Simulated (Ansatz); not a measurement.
One change: `C#CCC` becomes `C#CCS`.

Ansatz, PBE0-D4/def2-TZVP geometries, multiplicity 1. Each molecule was computed in one conformer, which needn't be the lowest.

| property | `C#CCC` |
| --- | --- |
| LUMO energy (B3LYP/def2-TZVPP) / eV | 0.65 |
| LUMO energy (PBE0/def2-TZVPP) / eV | 0.96 |
| HOMO energy (PBE/def2-TZVPP) / eV | -6.44 |
| HOMO energy (B3LYP/def2-TZVPP) / eV | -7.43 |
| HOMO–LUMO gap (B3LYP/def2-TZVPP) / eV | 8.08 |
| HOMO–LUMO gap (PBE0/def2-TZVPP) / eV | 8.62 |

Question: What does the change do to each property? (Estimate.)

Answer: The calculation gave: 
| property | `C#CCS` | shift |
| --- | --- | --- |
| LUMO energy (B3LYP/def2-TZVPP) / eV | -0.06 | -0.71 |
| LUMO energy (PBE0/def2-TZVPP) / eV | 0.19 | -0.77 |
| HOMO energy (PBE/def2-TZVPP) / eV | -5.76 | 0.68 |
| HOMO energy (B3LYP/def2-TZVPP) / eV | -6.79 | 0.64 |
| HOMO–LUMO gap (B3LYP/def2-TZVPP) / eV | 6.73 | -1.35 |
| HOMO–LUMO gap (PBE0/def2-TZVPP) / eV | 7.22 | -1.40 |

With PBE0 the HOMO rises by 0.63 eV and the LUMO falls by 0.77 eV, so the gap narrows by about 1.40 eV. PBE moves the HOMO by 0.68 eV and ωB97M-V by 0.66 eV. The zero-point energy changes by -75.6 kJ/mol with -6 modes.

B3LYP here is the variant with VWN-RPA as its local correlation; programs differ in this.
